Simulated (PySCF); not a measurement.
Isomers of CHNS, one conformer each; single-point electronic energies without zero-point terms and without any empirical dispersion term.

Computed with PySCF at wB97X-D/pcSseg-2, non-relativistic, each on one gas-phase PBE0-D3(BJ)/def2-TZVP geometry that isn't relaxed in the solvent. The solvent is an IEF-PCM continuum (cavity from Bondi-type radii × 1.2). The model holds no explicit solvent molecules, cavitation or dispersion.

| isomer | relative energy, gas (kcal/mol) | dipole (D) |
| --- | --- | --- |
| isothiocyanic acid, `N=C=S` | 0.0 | 2.10 |
| thiocyanic acid, `N#CS` | 11.6 | 3.55 |
| isothiofulminic acid, `[C-]#[N+]S` | 40.4 | 3.23 |

How do the relative energies look in chloroform (ε = 4.711)?

```
                            isomer  relative energy, solvent (kcal/mol)  E(solvent) − E(gas) (kcal/mol)  dipole in solvent (D)
       isothiocyanic acid, `N=C=S`                                  0.0                            -2.9                   2.63
           thiocyanic acid, `N#CS`                                  9.8                            -4.6                   4.44
isothiofulminic acid, `[C-]#[N+]S`                                 39.6                            -3.7                   3.98
```

The order is unchanged. thiocyanic acid, `N#CS` gains most from the continuum, and it has the largest gas-phase dipole. The gains span 1.7 kcal/mol, the gas-phase energies 40.4 kcal/mol.
